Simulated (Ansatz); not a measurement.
## CH4, singlet: the ladder up to RCCSDT(Q)

Geometry: displaced at random from a stationary point.

| atom | x (Å) | y (Å) | z (Å) |
| --- | --- | --- | --- |
| C | 0.0067 | -0.0002 | 0.0103 |
| H | 0.6340 | 0.6136 | 0.6284 |
| H | -0.5777 | -0.5838 | 0.5855 |
| H | -0.6755 | 0.6083 | -0.6461 |
| H | 0.5389 | -0.6352 | -0.6908 |

Basis cc-pVTZ; Ansatz 0.2.0. Correlated methods freeze the noble-gas cores, which leaves 8 electrons in 85 orbitals. R marks a restricted (for open shells ROHF) determinant. Active spaces: valence = (8e, 8o) chosen from the atoms' valence shells.

Full CI isn't at hand for all of this; RCCSDT(Q) serves as the reference, and is uncertain by about the last step of the cluster series.

```
UHF ⟨S²⟩                          : 0.000
T1 diagnostic (RCCSD)             : 0.0072
largest doubles amplitude (RCCSD) : 0.036
```

Problem. From what is known of these methods and the diagnostics, rank them by the size of their error in total energy against RCCSDT(Q) in cc-pVTZ, smallest first (an estimate: the text doesn't fix the numbers).
A. CASSCF (valence space)
B. RMP2
C. BCCD(T)
D. NEVPT2 (valence space)
E. RCCSD

Solution. C (0.32 kcal/mol), E (4.23 kcal/mol), B (16.80 kcal/mol), D (20.99 kcal/mol), A (90.04 kcal/mol).

All errors are against RCCSDT(Q) in cc-pVTZ. Within each family the higher level lies nearer, as is usual though not guaranteed.

Natural occupations of CASSCF (valence space) about the gap: 1.985 1.981 1.980 1.977 0.022 0.020 0.019 0.016; effectively unpaired electrons, Σ n²(2−n)², 0.01.
